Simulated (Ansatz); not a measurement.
C3H9P, SMILES `CP(C)C`, relaxed with RKS PBE0-D4/def2-TZVP in the Gaussian-basis code of Ansatz from a GFN2-xTB geometry. The force threshold is 0.005 eV/Å; the program also tests the step.

The species carries charge 0 and has multiplicity 1.

Start:

```xyz
13

C    -1.282   -0.659   -0.728
P    -0.505    0.014    0.814
C     1.079   -0.945    0.742
C     0.128    1.607    0.107
H    -2.193   -0.103   -0.941
H    -1.546   -1.702   -0.566
H    -0.605   -0.584   -1.579
H     1.527   -0.898   -0.251
H     1.774   -0.539    1.474
H     0.878   -1.983    0.999
H     0.751    2.103    0.849
H    -0.716    2.254   -0.121
H     0.709    1.435   -0.798
```

```csv
step,energy (eV),largest force (eV/Å),largest move (Å)
1,-12541.1409,0.443,0.000
2,-12541.1505,0.241,0.047
3,-12541.1555,0.053,0.013
4,-12541.1559,0.012,0.007
5,-12541.1560,0.001,0.006
```

End:

```xyz
13

C    -1.284   -0.665   -0.729
P    -0.485    0.014    0.782
C     1.084   -0.944    0.746
C     0.124    1.612    0.106
H    -2.189   -0.095   -0.951
H    -1.581   -1.701   -0.551
H    -0.622   -0.631   -1.600
H     1.578   -0.896   -0.230
H     1.766   -0.557    1.506
H     0.879   -1.990    0.987
H     0.763    2.100    0.844
H    -0.723    2.273   -0.088
H     0.691    1.481   -0.822
```

It took 16 s on 4 threads of an Arm Neoverse V1 on a shared host, with 0.44 GiB of host memory at the peak.
